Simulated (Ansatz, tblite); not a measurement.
Cost and result up the ladder for Al2N (the lowest doublet isomer of a short search) (3 atoms). The state is a doublet with charge 0. Geometry: PBE0-D4/def2-TZVP.

Cartesian coordinates in Å:
```
Al -0.2887 -1.6054 0.5265
Al 0.2882 1.6058 -0.5255
N 0.0005 -0.0004 -0.0009
```

Ansatz on 4 threads of Arm Neoverse V2 on a shared host; xTB runs through tblite on one thread. Times are rough, summed over both states, and most runs start from the orbitals of an earlier one. RPA@PBE/def2-TZVP serves as the yardstick here, not as an exact answer. Differences are given only for rows in sets of like size (and for xTB, whose basis is part of the method), since another set adds its own error. The other state is a quartet at its own geometry.

The xTB rows come from tblite. B3LYP takes the VWN-RPA correlation. Correlated methods freeze 11 core orbitals. The structure comes from a short search, and lower isomers may exist.

Run but left out: HF/6-31G (doublet: a determinant that CCSD turns far, T1 0.151); HF/def2-TZVP, MP2/def2-TZVP (doublet: ⟨S²⟩ 1.14, where a pure state has 0.75); HF/def2-TZVPP, MP2/def2-TZVPP, CCSD/def2-TZVPP, CCSD(T)/def2-TZVPP (flagged by the program: large difference).

Correlated methods converge slowly with the basis.

xTB has no spin-polarisation term.

```tsv
level	functions	quartet − doublet (eV)	difference from RPA@PBE/def2-TZVP (eV)
RPA@PBE/def2-TZVP	105	3.08	0.00
GFN2-xTB	22	3.90	0.82
r2SCANh-D4/def2-TZVP	105	2.71	-0.37
B3LYP-D4/6-31G	35	3.32	–
r2SCAN-D4/def2-TZVP	105	2.72	-0.37
PBE-D4/def2-TZVP (with forces)	105	3.07	-0.02
GFN1-xTB	22	7.00	3.92
```

(1) Estimate how long each takes.

## Answers

(1) GFN1-xTB 0.004 s; GFN2-xTB 0.009 s; B3LYP-D4/6-31G 2.2 s; PBE-D4/def2-TZVP (with forces) 4.2 s; RPA@PBE/def2-TZVP 7.2 s; r2SCAN-D4/def2-TZVP 8.8 s; r2SCANh-D4/def2-TZVP 9.5 s. On shared hardware such times vary by a factor of up to 3.
